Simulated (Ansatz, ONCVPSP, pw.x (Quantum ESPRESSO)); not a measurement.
**What a changed setting does to a pw.x run (fcc Pd)**

Potential: optimised norm-conserving Vanderbilt (ONCV), ONCVPSP 4.0.1, PBEsol; core [Ar] 3d10, reference 4s2 4p6 4d9; waves: 4s: rc 1.50 bohr, ncon 3, nbas 7, qcut 10.2 1/bohr, 2 projectors, debl 2.3 Ha; 4p: rc 1.60 bohr, ncon 4, nbas 8, qcut 8.8 1/bohr, 2 projectors, debl 3.9 Ha; 4d: rc 1.30 bohr, ncon 3, nbas 8, qcut 8.8 1/bohr, 2 projectors, debl 3 Ha; local part: polynomial inside 1.00 bohr (lpopt 4, dvloc0 0 Ha); core correction: none. In the s channel the program set the typed energies aside and used -3.550, 0.250 Ha.

The reference run (k-mesh 15³, cutoffs 90/360 Ry, Fermi–Dirac 0.01 Ry, mixing_beta 0.4, conv_thr 1e-9, no spin) gives -0.93 GPa at 14.628 Å³/atom, where all-electron LAPW gives -0.59 GPa. This run, with its own iteration cap, changes nbnd to 8, a wrong or extreme entry chosen on purpose.

```
&control
  calculation='scf', prefix='x', pseudo_dir='./', outdir='./tmp', tstress=.true., disk_io='none'
/
&system
  ibrav=0, nat=1, ntyp=1, ecutwfc=90, ecutrho=360, nbnd=8,
  occupations='smearing', smearing='fd', degauss=0.01
/
&electrons
  conv_thr=1e-09, mixing_beta=0.4, electron_maxstep=70
/
ATOMIC_SPECIES
Pd 1.0 Pd.UPF
CELL_PARAMETERS angstrom
  0.00000000 1.94111673 1.94111673
  1.94111673 0.00000000 1.94111673
  1.94111673 1.94111673 0.00000000
ATOMIC_POSITIONS crystal
Pd 0.0000 0.0000 0.0000
K_POINTS automatic
15 15 15 0 0 0
```

```bash
pw.x < Pd.scf.in > Pd.scf.out
```

**Question.** How does the run end?

**Answer.** It stops with "setup: too few bands". There must be at least as many bands as half the electrons, and more with smearing.

```
Error in routine setup (1):
     too few bands
```

The run took about 0.5 s on one core of a shared server CPU.
